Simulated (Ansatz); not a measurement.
# AlBH₂ (singlet): CAM-B3LYP, wB97M-V, HSE06 over a scan of the scale of all distances, 6-31G

Aim: run AlBH₂ (singlet) with these functionals over a scan of the scale of all distances, and hold them against the top wave-function level at the same points.

Program: Ansatz 0.2.0, Gaussian basis. Level of theory: 6-31G, all electrons in the functionals. These are calculated values, not measurements.

To be run: CAM-B3LYP, wB97M-V, HSE06, at 0.872; 1.000; 1.099; 1.322; 1.503; 1.782; 2.018; 2.447.

10 further runs of the same task are left out: 6 that didn't finish, 4 set aside as unsound or not needed.

**1. The geometry**

The geometry derives from a PBE0/def2-TZVP stationary point (not a proven minimum). All distances are scaled together.

4 atoms, charge 0, spin multiplicity 1.

Atoms are counted from 1 here; the program's logs count them from 0.

Bond lengths: B1–Al2 2.240 Å, B1–H3 1.206 Å, B1–H4 1.206 Å. Angles: Al2–B1–H3 123.6°, Al2–B1–H4 123.6°, H3–B1–H4 112.9°.

No dispersion term is added; wB97M-V holds VV10 nonlocal correlation. HSE06 is the plane-wave form.

The geometry shown and the zero of energy belong to the point 1.000. The yardstick, FCI, and other wave-function levels (R restricted, U unrestricted, valence and pair active spaces) come from earlier runs.

**2. CAM-B3LYP, 0.872**

The input, in.yaml:

```yaml
crystal:
  periodic: [false, false, false]
  atoms:
    - {symbol: B, position_ang: [0.000000, 0.000000, 1.294733]}
    - {symbol: Al, position_ang: [0.000000, 0.000000, -0.658940]}
    - {symbol: H, position_ang: [0.000000, 0.876343, 1.876039]}
    - {symbol: H, position_ang: [0.000000, -0.876343, 1.876039]}
basis:
  gaussian: {orbitals: 6-31G}
magnetization: {spin_polarized: true, initial_magnetization: 0}
hamiltonian: {xc: {name: CAM-B3LYP}}
```

Launch:

```console
$ ansatz run in.yaml --threads 1 --pin off --events-out ev --progress --plain --max-ram 2393MiB
```

The runs that follow: CAM-B3LYP, 1.000; CAM-B3LYP, 1.099; CAM-B3LYP, 1.322; CAM-B3LYP, 1.503; CAM-B3LYP, 1.782; CAM-B3LYP, 2.018; CAM-B3LYP, 2.447; wB97M-V, 0.872; wB97M-V, 1.000; wB97M-V, 1.099; wB97M-V, 1.322; wB97M-V, 1.503; wB97M-V, 1.782; wB97M-V, 2.018; wB97M-V, 2.447; HSE06, 0.872; HSE06, 1.000; HSE06, 1.099; HSE06, 1.322; HSE06, 1.503; HSE06, 1.782; HSE06, 2.018; HSE06, 2.447.

Before running them: what should the planned runs give, taken together? Wanted: span of the FCI curve; largest miss, CAM-B3LYP; largest miss, wB97M-V; largest miss, HSE06.

The runs gave:

```
               quantity              value
  span of the FCI curve           8.160 eV
largest miss, CAM-B3LYP  +1.346 eV (2.447)
  largest miss, wB97M-V  +1.581 eV (2.447)
    largest miss, HSE06  +1.383 eV (2.447)
```

Of the functionals, CAM-B3LYP keep the smallest largest miss at the points compared (at most 1.346 eV) and wB97M-V strays most (1.581 eV, at 2.447). CAM-B3LYP, wB97M-V, HSE06 clearly break the spin symmetry at some points (⟨S²⟩ up to 1.79 above the pure value), so energy there is bought with a mixed spin. Functionals and the yardstick converge differently with the basis, so part of each miss in 6-31G is the basis.
